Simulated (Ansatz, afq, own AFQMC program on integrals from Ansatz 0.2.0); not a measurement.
Integrals from Ansatz 0.2.0, then the random walk in our own AFQMC program (afq).

```yaml
crystal:
  periodic: [false, false, false]
  atoms:
    - {symbol: Al, position_ang: [0.000000, 0.000000, 0.000000]}
    - {symbol: N, position_ang: [0.000000, 0.000000, 1.789283]}
basis:
  gaussian: {orbitals: aug-cc-pVDZ}
total_charge: 1
magnetization: {spin_polarized: true, initial_magnetization: 3}
correlation: {method: ccsd_t, electrons: outside_noble_gas, hamiltonian_folder: ham}
```

```sh
$ ansatz run in.yaml --threads 1 --pin off --events-out ev --progress --plain --max-ram 1382MiB
```

afq runs on the folder ham with

```
--method phaseless --trial hf --walkers 120 --populations 1 --least-time 40 --time-step 0.005 --steps-per-block 20 --equilibration-blocks 112 --max-blocks 600 --target-error 0.0009600 --factor-cut 1e-05 --start spin_pure --seed 4041 --taylor-order 6
```

Times are imaginary, in 1/Eh. The walk had a cap of 1486 s.

```
orbitals 44  electrons 5 2  factors 316 of 503
reference energy -296.01550216 Eh
CCSD correlation -0.14672782 Eh in 12 cycles, weight of the determinant in the CISD state 0.9092
energy of the start -296.016330 Eh
 block  time / (1/Eh)  mean weight  energy / Eh
     1     0.100  1.0030  -296.050550
     2     0.200  1.0003  -296.081647
     3     0.300  1.0002  -296.090182
     4     0.400  1.0016  -296.101651
     5     0.500  1.0013  -296.116468
    10     1.000  0.9998  -296.142065
    86     8.600  1.0001  -296.162077
   171    17.100  0.9999  -296.166282
   222    22.200  1.0004  -296.196033
   256    25.600  0.9992  -296.150246
   341    34.100  1.0000  -296.178802
   426    42.600  0.9992  -296.146340
   477    47.700  0.9998  -296.139165
   511    51.100  0.9987  -296.167773
   596    59.600  0.9988  -296.164748
   681    68.100  1.0018  -296.176307
   698    69.800  0.9987  -296.175045
blocks merged  error / Eh  count
     1  0.000503  600
     2  0.000655  300
     4  0.000808  150
     8  0.001012  75
    16  0.001170  37
    32  0.001259  18
    64  0.001533  9
energy -296.160613 +/- 0.001259 Eh
(rows thinned)
```

(1) Estimate how long the walk took on 1 thread of AMD EPYC 7R43 64-Core Processor (Zen 3) (shared host).

The run passed its tests (sampling time, drift between the halves within three errors, error under three times the target), which doesn't prove that it has relaxed. The second half of the sampling lies above the first by 1.9 errors of their difference, so the energy may still be moving and its error bar be too small.

Against this walk (error 34.3 meV) on the same determinant: CCSD(T) 166.3 meV lower, CCSDT(Q) 202.0 meV lower, a separate phaseless walk with a CISD trial and standard settings 199.0 ± 35.1 meV lower. The error is statistical and leaves out the bias of the constraint. CCSDT(Q) is the surest value here, so the walk's 202 meV above it is most likely the bias of the constraint with this trial, which can have either sign.

Cautions: constraint bias not in the error; error above the target (34.3 against 26.1 meV); higher spins were not checked; unrestricted determinant slightly spin contaminated (⟨S²⟩ 3.80 against 3.75).

Answers

(1) 5.5 min of wall time.

CCSDT and higher add their correlation energy to the determinant of the CCSD(T) run, since their own runs factorise the integrals more tightly (a shift of under 2 meV). A walk keeps the symmetry of its determinant, which the program's search chose and which needn't be the lowest solution, so a lower state of the same spin and another symmetry isn't excluded.
